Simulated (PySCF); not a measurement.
# How the numerical set-up moves the result for HOP

Aim: see how much the energy and properties of HOP depend on the numerical set-up.

The runs use PySCF 2.14.0; each script names its method and basis.

2 further runs of the same task are left out: 2 that didn't finish. Runs told in other sessions of the task aren't counted.

## 1. The system as given

HOP: 3 atoms, charge 0, spin multiplicity 1.

Bond lengths: P1–O2 1.478 Å, P1–H3 1.468 Å. Angles: O2–P1–H3 104.3°.

Geometry (Å):

```xyz
3

P     0.35890    0.00000   -0.32800
O    -0.79160    0.00000    0.60040
H     1.53430    0.00000    0.55100
```

## 2. The run that the others are compared with

Input file input.py:

```python
from pyscf import gto, scf, mp

mol = gto.M(
    atom='P 0.3589 0 -0.328; O -0.7916 0 0.6004; H 1.5343 0 0.551',
    basis='6-311++g**',
    charge=0,
    spin=0,
    verbose=4,
)
mf = scf.RHF(mol)
mf.kernel()
mp.MP2(mf, frozen=6).kernel()
mf.dip_moment()
print('orbital energies (hartree):', mf.mo_energy[..., max(0, mol.nelec[1]-3):mol.nelec[0]+3].round(4))
```

Started as:

```
OMP_NUM_THREADS=1 python input.py
```

Its log is not repeated here.

It gives: E(SCF) = -416.171113 Eh, 11 cycles, E(MP2) − E(SCF) = -0.32099 Eh, μ = 3.10 D (of the SCF density).

## 3. Sto-3g

Variant 1 changes basis set: 6-311++g** → sto-3g.

input.py: that of step 2 with these lines changed.

```diff
@@ -4,3 +4,3 @@
     atom='P 0.3589 0 -0.328; O -0.7916 0 0.6004; H 1.5343 0 0.551',
-    basis='6-311++g**',
+    basis='sto-3g',
     charge=0,
```

Started as:

```
OMP_NUM_THREADS=1 python input.py
```

The program printed, shortened:

```text
[lines on the frontier levels of each cycle are left out]
PySCF version 2.14.0

[INPUT] verbose = 4
[INPUT] num. atoms = 3
[INPUT] num. electrons = 24
[INPUT] charge = 0
[INPUT] spin (= nelec alpha-beta = 2S) = 0
[INPUT] symmetry False subgroup None
[INPUT] Mole.unit = angstrom
[INPUT] Symbol           X                Y                Z      unit          X                Y                Z       unit  Magmom
[INPUT]  1 P      0.358900000000   0.000000000000  -0.328000000000 AA    0.678222706106   0.000000000000  -0.619830168857 Bohr   0.0
[INPUT]  2 O     -0.791600000000   0.000000000000   0.600400000000 AA   -1.495907200206   0.000000000000   1.134591565189 Bohr   0.0
[INPUT]  3 H      1.534300000000   0.000000000000   0.551000000000 AA    2.899406792920   0.000000000000   1.041239094635 Bohr   0.0

nuclear repulsion = 50.1814378567249
number of shells = 9
number of NR pGTOs = 45
number of NR cGTOs = 15
basis = sto-3g
ecp = {}

******** <class 'pyscf.scf.hf.RHF'> ********
method = RHF
initial guess = minao
damping factor = 0
level_shift factor = 0
DIIS = <class 'pyscf.scf.diis.CDIIS'>
diis_start_cycle = 1
diis_space = 8
diis_damp = 0
SCF conv_tol = 1e-09
SCF conv_tol_grad = None
SCF max_cycles = 50
direct_scf = True
direct_scf_tol = 1e-13
Set gradient conv threshold to 3.16228e-05
Initial guess from minao.
init E= -411.074453001753
cycle= 1 E= -411.089614135366  delta_E= -0.0152  |g|= 0.564  |ddm|= 2.46
cycle= 2 E= -411.121945789004  delta_E= -0.0323  |g|= 0.64  |ddm|= 1.68
cycle= 3 E= -411.244828743571  delta_E= -0.123  |g|= 0.0564  |ddm|= 0.752
cycle= 4 E= -411.246789617407  delta_E= -0.00196  |g|= 0.0188  |ddm|= 0.125
cycle= 5 E= -411.247206840213  delta_E= -0.000417  |g|= 0.00773  |ddm|= 0.0761
cycle= 6 E= -411.247258005364  delta_E= -5.12e-05  |g|= 0.00203  |ddm|= 0.0289
cycle= 7 E= -411.247260859059  delta_E= -2.85e-06  |g|= 9.96e-05  |ddm|= 0.00803
cycle= 8 E= -411.24726086664  delta_E= -7.58e-09  |g|= 1.09e-05  |ddm|= 0.000372
cycle= 9 E= -411.247260866738  delta_E= -9.72e-11  |g|= 2.88e-06  |ddm|= 4.18e-05
Extra cycle  E= -411.247260866743  delta_E= -5.57e-12  |g|= 1.69e-06  |ddm|= 7.34e-06
converged SCF energy = -411.247260866743

******** <class 'pyscf.mp.mp2.RMP2'> ********
nocc = 6, nmo = 9
frozen orbitals 6
E(RMP2) = -411.362890927599  E_corr = -0.115630060855718
E(SCS-RMP2) = -411.366630567  E_corr = -0.119369700257155
E_corr(same-spin) = -0.0223688916573537
E_corr(oppo-spin) = -0.093261169198364
Dipole moment(X, Y, Z, Debye):  1.13268,  0.00000, -0.73673
orbital energies (hartree): [-0.4105 -0.3527 -0.2685  0.2215  0.4934  0.6234]
```

Wall time 1.2 s (1 thread of Arm Neoverse N1, shared host).

Result: E(SCF) = -411.247261 Eh (+133.9849 eV from the base), 9 cycles, E(MP2) − E(SCF) = -0.11563 Eh, μ = 1.35 D (of the SCF density).

## 4. Cartesian functions on

Variant 2 changes Cartesian functions: off → on.

input.py: that of step 2 with these lines changed.

```diff
@@ -7,2 +7,3 @@
     spin=0,
+    cart=True,
     verbose=4,
```

Started as:

```
OMP_NUM_THREADS=1 python input.py
```

The program printed:

```text
PySCF version 2.14.0

[INPUT] verbose = 4
[INPUT] num. atoms = 3
[INPUT] num. electrons = 24
[INPUT] charge = 0
[INPUT] spin (= nelec alpha-beta = 2S) = 0
[INPUT] symmetry False subgroup None
[INPUT] Mole.unit = angstrom
[INPUT] Cartesian GTO integrals (6d 10f)
[INPUT] Symbol           X                Y                Z      unit          X                Y                Z       unit  Magmom
[INPUT]  1 P      0.358900000000   0.000000000000  -0.328000000000 AA    0.678222706106   0.000000000000  -0.619830168857 Bohr   0.0
[INPUT]  2 O     -0.791600000000   0.000000000000   0.600400000000 AA   -1.495907200206   0.000000000000   1.134591565189 Bohr   0.0
[INPUT]  3 H      1.534300000000   0.000000000000   0.551000000000 AA    2.899406792920   0.000000000000   1.041239094635 Bohr   0.0

nuclear repulsion = 50.1814378567249
number of shells = 29
number of NR pGTOs = 95
number of NR cGTOs = 61
basis = 6-311++g**
ecp = {}

******** <class 'pyscf.scf.hf.RHF'> ********
method = RHF
initial guess = minao
damping factor = 0
level_shift factor = 0
DIIS = <class 'pyscf.scf.diis.CDIIS'>
diis_start_cycle = 1
diis_space = 8
diis_damp = 0
SCF conv_tol = 1e-09
SCF conv_tol_grad = None
SCF max_cycles = 50
direct_scf = True
direct_scf_tol = 1e-13
Set gradient conv threshold to 3.16228e-05
Initial guess from minao.
init E= -416.14611399156
  HOMO = -0.259772129631571  LUMO = -0.10757998406261  gap/eV = 4.14136
cycle= 1 E= -416.068443507717  delta_E= 0.0777  |g|= 0.674  |ddm|= 1.65
  HOMO = -0.33175779722589  LUMO = -0.0140223096627265  gap/eV = 8.64602
cycle= 2 E= -416.087259895296  delta_E= -0.0188  |g|= 0.675  |ddm|= 0.867
  HOMO = -0.404013030228512  LUMO = -0.0126327917854633  gap/eV = 10.65000
cycle= 3 E= -416.170330948509  delta_E= -0.0831  |g|= 0.0435  |ddm|= 0.41
  HOMO = -0.395588024865233  LUMO = 0.00283981990292644  gap/eV = 10.84177
cycle= 4 E= -416.171141436943  delta_E= -0.00081  |g|= 0.0155  |ddm|= 0.0586
  HOMO = -0.398124547205484  LUMO = 0.0027130356682778  gap/eV = 10.90735
cycle= 5 E= -416.171290499649  delta_E= -0.000149  |g|= 0.00594  |ddm|= 0.0224
  HOMO = -0.398665248689881  LUMO = 0.00277785145044598  gap/eV = 10.92382
cycle= 6 E= -416.171326679024  delta_E= -3.62e-05  |g|= 0.00298  |ddm|= 0.0114
  HOMO = -0.398882408119178  LUMO = 0.00303754829346004  gap/eV = 10.93680
cycle= 7 E= -416.171335048297  delta_E= -8.37e-06  |g|= 0.000841  |ddm|= 0.00685
  HOMO = -0.398914254928144  LUMO = 0.00312852240785155  gap/eV = 10.94014
cycle= 8 E= -416.171335622085  delta_E= -5.74e-07  |g|= 0.000134  |ddm|= 0.0023
  HOMO = -0.398910263090087  LUMO = 0.00312579421095965  gap/eV = 10.93996
cycle= 9 E= -416.17133564171  delta_E= -1.96e-08  |g|= 3.89e-05  |ddm|= 0.000672
  HOMO = -0.398913284081061  LUMO = 0.00312497311724225  gap/eV = 10.94002
cycle= 10 E= -416.171335643494  delta_E= -1.78e-09  |g|= 9.7e-06  |ddm|= 0.000237
  HOMO = -0.398913506807446  LUMO = 0.00312565581546137  gap/eV = 10.94004
cycle= 11 E= -416.171335643586  delta_E= -9.18e-11  |g|= 3.37e-06  |ddm|= 4.91e-05
  HOMO = -0.398913638441215  LUMO = 0.00312554386391134  gap/eV = 10.94004
Extra cycle  E= -416.17133564359  delta_E= -4.43e-12  |g|= 2.34e-06  |ddm|= 5.84e-06
converged SCF energy = -416.17133564359

******** <class 'pyscf.mp.mp2.RMP2'> ********
nocc = 6, nmo = 55
frozen orbitals 6
E(RMP2) = -416.496797658543  E_corr = -0.32546201495245
E(SCS-RMP2) = -416.491610373223  E_corr = -0.320274729632466
E_corr(same-spin) = -0.0810919480505479
E_corr(oppo-spin) = -0.244370066901902
Dipole moment(X, Y, Z, Debye):  2.66569,  0.00000, -1.57689
orbital energies (hartree): [-0.5523 -0.5124 -0.3989  0.0031  0.0502  0.0705]
```

Run time: 1.5 s. Hardware: 1 thread of Arm Neoverse N1, shared host.

Result: E(SCF) = -416.171336 Eh (-0.0060 eV from the base), 11 cycles, E(MP2) − E(SCF) = -0.32546 Eh, μ = 3.10 D (of the SCF density).

## 5. Jorge-dzp-dkh (X2C on)

Variant 3 changes basis set: 6-311++g** → jorge-dzp-dkh; spin-free X2C: off → on.

input.py: that of step 2 with these lines changed.

```diff
@@ -4,3 +4,3 @@
     atom='P 0.3589 0 -0.328; O -0.7916 0 0.6004; H 1.5343 0 0.551',
-    basis='6-311++g**',
+    basis='jorge-dzp-dkh',
     charge=0,
@@ -10,2 +10,3 @@
 mf = scf.RHF(mol)
+mf = mf.sfx2c1e()
 mf.kernel()
```

Started as:

```
OMP_NUM_THREADS=1 python input.py
```

The program printed:

```text
PySCF version 2.14.0

[INPUT] verbose = 4
[INPUT] num. atoms = 3
[INPUT] num. electrons = 24
[INPUT] charge = 0
[INPUT] spin (= nelec alpha-beta = 2S) = 0
[INPUT] symmetry False subgroup None
[INPUT] Mole.unit = angstrom
[INPUT] Symbol           X                Y                Z      unit          X                Y                Z       unit  Magmom
[INPUT]  1 P      0.358900000000   0.000000000000  -0.328000000000 AA    0.678222706106   0.000000000000  -0.619830168857 Bohr   0.0
[INPUT]  2 O     -0.791600000000   0.000000000000   0.600400000000 AA   -1.495907200206   0.000000000000   1.134591565189 Bohr   0.0
[INPUT]  3 H      1.534300000000   0.000000000000   0.551000000000 AA    2.899406792920   0.000000000000   1.041239094635 Bohr   0.0

nuclear repulsion = 50.1814378567249
number of shells = 22
number of NR pGTOs = 80
number of NR cGTOs = 44
basis = jorge-dzp-dkh
ecp = {}

******** <class 'pyscf.x2c.sfx2c1e.sfX2C1eRHF'> ********
method = sfX2C1eRHF
initial guess = minao
damping factor = 0
level_shift factor = 0
DIIS = <class 'pyscf.scf.diis.CDIIS'>
diis_start_cycle = 1
diis_space = 8
diis_damp = 0
SCF conv_tol = 1e-09
SCF conv_tol_grad = None
SCF max_cycles = 50
direct_scf = True
direct_scf_tol = 1e-13

******** <class 'pyscf.x2c.sfx2c1e.SpinFreeX2CHelper'> ********
approx = 1e
xuncontract = 1
Set gradient conv threshold to 3.16228e-05
Initial guess from minao.
init E= -417.018138977001
  HOMO = -0.260396288159583  LUMO = -0.105608256554376  gap/eV = 4.21200
cycle= 1 E= -416.911766811206  delta_E= 0.106  |g|= 0.664  |ddm|= 1.91
  HOMO = -0.319275240075115  LUMO = 0.00422366583232758  gap/eV = 8.80285
cycle= 2 E= -416.931415521114  delta_E= -0.0196  |g|= 0.664  |ddm|=    1
  HOMO = -0.396683677762439  LUMO = 0.00520253856801389  gap/eV = 10.93588
cycle= 3 E= -417.018744672968  delta_E= -0.0873  |g|= 0.0388  |ddm|= 0.467
  HOMO = -0.39004533707957  LUMO = 0.0228745558511605  gap/eV = 11.23612
cycle= 4 E= -417.019535275387  delta_E= -0.000791  |g|= 0.0143  |ddm|= 0.0589
  HOMO = -0.392873970772399  LUMO = 0.0221300995724505  gap/eV = 11.29284
cycle= 5 E= -417.019677233866  delta_E= -0.000142  |g|= 0.00588  |ddm|= 0.0249
  HOMO = -0.393357760593972  LUMO = 0.0222869396224468  gap/eV = 11.31027
cycle= 6 E= -417.019713575918  delta_E= -3.63e-05  |g|= 0.00272  |ddm|= 0.0141
  HOMO = -0.39360929981622  LUMO = 0.0225187537294715  gap/eV = 11.32342
cycle= 7 E= -417.019720499905  delta_E= -6.92e-06  |g|= 0.000688  |ddm|= 0.00746
  HOMO = -0.393614930153888  LUMO = 0.0226131243841081  gap/eV = 11.32614
cycle= 8 E= -417.019720881407  delta_E= -3.82e-07  |g|= 0.000104  |ddm|= 0.002
  HOMO = -0.393617199872921  LUMO = 0.0226005744944473  gap/eV = 11.32586
cycle= 9 E= -417.019720893116  delta_E= -1.17e-08  |g|= 3.28e-05  |ddm|= 0.00035
  HOMO = -0.393620292852233  LUMO = 0.0225999376646939  gap/eV = 11.32593
cycle= 10 E= -417.019720894367  delta_E= -1.25e-09  |g|= 6.69e-06  |ddm|= 0.000132
  HOMO = -0.393619802128796  LUMO = 0.0226011507644159  gap/eV = 11.32595
cycle= 11 E= -417.019720894409  delta_E= -4.12e-11  |g|= 1.99e-06  |ddm|= 2.26e-05
  HOMO = -0.393619996146953  LUMO = 0.0226009705766614  gap/eV = 11.32595
Extra cycle  E= -417.01972089441  delta_E= -1.36e-12  |g|= 1.27e-06  |ddm|= 3.4e-06
converged SCF energy = -417.01972089441

******** <class 'pyscf.mp.mp2.RMP2'> ********
nocc = 6, nmo = 38
frozen orbitals 6
E(RMP2) = -417.3220883068  E_corr = -0.302367412389925
E(SCS-RMP2) = -417.316991369842  E_corr = -0.297270475431807
E_corr(same-spin) = -0.0756581762724272
E_corr(oppo-spin) = -0.226709236117498
Dipole moment(X, Y, Z, Debye):  2.51871, -0.00000, -1.51932
orbital energies (hartree): [-0.5471 -0.5074 -0.3936  0.0226  0.1601  0.2004]
```

Wall time 1.6 s (1 thread of Arm Neoverse N1, shared host).

Outcome: E(SCF) = -417.019721 Eh, 11 cycles, E(MP2) − E(SCF) = -0.30237 Eh, μ = 2.94 D (of the SCF density).

## 6. All runs together

| run | E(SCF) (hartree) | from base (eV) | cycles | gap (eV) | SCF dipole (D) | functions | after the SCF |
| --- | --- | --- | --- | --- | --- | --- | --- |
| base | -416.171113 | 0 | 11 | 10.94 | 3.10 | 59 | MP2 correlation -8.735 eV, core frozen |
| sto-3g | -411.247261 | +133.9849 | 9 | 13.33 | 1.35 | 15 | MP2 correlation -3.146 eV, core frozen |
| Cartesian functions on | -416.171336 | -0.0060 | 11 | 10.94 | 3.10 | 61 | MP2 correlation -8.856 eV, core frozen |
| jorge-dzp-dkh (X2C on) | -417.019721 | not comparable | 11 | 11.33 | 2.94 | 44 | MP2 correlation -8.228 eV, core frozen |

Wall time on 1 thread of Arm Neoverse N1, shared host, start-up included: base 1.6 s; sto-3g 1.2 s; Cartesian functions on 1.5 s; jorge-dzp-dkh (X2C on) 1.6 s.

Of the runs whose energies can be compared, “sto-3g” moves the SCF energy most (+133.985 eV). sto-3g (15 functions) gives an energy 133.98 eV higher than 6-311++g** (59).
